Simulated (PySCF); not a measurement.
**Do core-level shifts follow atomic charges?**

Species: propylene oxide, C3H6O.
Geometry (GFN2-xTB, Å), atoms numbered from 1 in this order:
```
atom  x, y, z in Å
C1    -1.2514   -0.0773   -0.0199
C2     0.1436    0.3714   -0.3723
C3     1.3206   -0.2440    0.2442
O4     0.8895    1.0373    0.6048
H5    -1.2875   -0.4118    1.0139
H6    -1.5523   -0.8940   -0.6726
H7    -1.9509    0.7463   -0.1429
H8     0.2544    0.7788   -1.3760
H9     1.1849   -1.0128    0.9970
H10    2.2581   -0.2892   -0.2987
```

Binding energies: PySCF, delta-SCF UKS SCAN, pcX-2 on the ionised atom, pcseg-1 elsewhere, spin-free X2C. Charges: PBE0/pcSseg-1 ground-state density, for the ionised atom.

| atom | environment | C 1s (eV) | Mulliken (e) | IAO (e) | Hirshfeld (e) | ESP (e) |
| --- | --- | --- | --- | --- | --- | --- |
| C1 | methyl carbon | 290.92 | -0.210 | -0.437 | -0.119 | -0.541 |
| C3 | sp3 carbon bound to oxygen | 292.09 | +0.024 | -0.095 | -0.024 | -0.200 |
| C2 | sp3 carbon bound to oxygen | 292.26 | -0.108 | +0.072 | +0.028 | +0.195 |

Problem. Give the correlation coefficient and slope of binding energy on charge for each scheme.

Solution. IAO: r = 0.98, slope 2.8 eV per e; Hirshfeld: r = 0.97, slope 9.5 eV per e; ESP: r = 0.90, slope 1.8 eV per e; Mulliken: r = 0.75, slope 4.7 eV per e. On 3 points no scheme stands out.

Problem. The point-charge model writes a binding energy as kq + V + constant, with V the potential of the other atoms' charges at the site. What does it give with the ESP charges?

Solution. V = Σ 14.40 eV Å × q/r over all other atoms: +7.25 eV at C1, +2.38 eV at C3, -4.03 eV at C2. Fitting binding energy − V to q gives k = 17.1 eV per e and leaves an rms residual of 0.09 eV, against 0.26 eV for the fit on q alone. The model has no term for differences in relaxation between sites.

Geometry: GFN2-xTB; no solvent, vibrations or thermal averaging.
